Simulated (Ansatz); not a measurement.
## Lu (model structure, started from the bcc type, Im-3m, No. 229, 1 atom in the cell)

Computed with PBEsol (Ansatz, a program for electronic structure, PAW).

Numerical settings: plane-wave cutoff 500 eV, 26×26×26 k mesh, Fermi–Dirac smearing 0.1 eV, scalar-relativistic PAW data made under PBE.

Cell (relaxed at this level):

```xyz
1
Lattice="-1.9117 1.9117 1.9117 1.9117 -1.9117 1.9117 1.9117 1.9117 -1.9117" Properties=species:S:1:pos:R:3 pbc="T T T"
Lu     0.0000     0.0000     0.0000
```

```yaml
band_gap: zero (no gap)
```

Note: the relaxation could raise the start's symmetry but not lower it, so the cell can be a saddle point.

Spin–orbit coupling is not included.

Static lattice: no zero-point or thermal effects.

Computing time: about 60 core-seconds (a rough figure).

A model structure was made by putting elements into a prototype or built by hand; it is no filed structure, need not be a known phase, and can be a saddle point held by its symmetry.
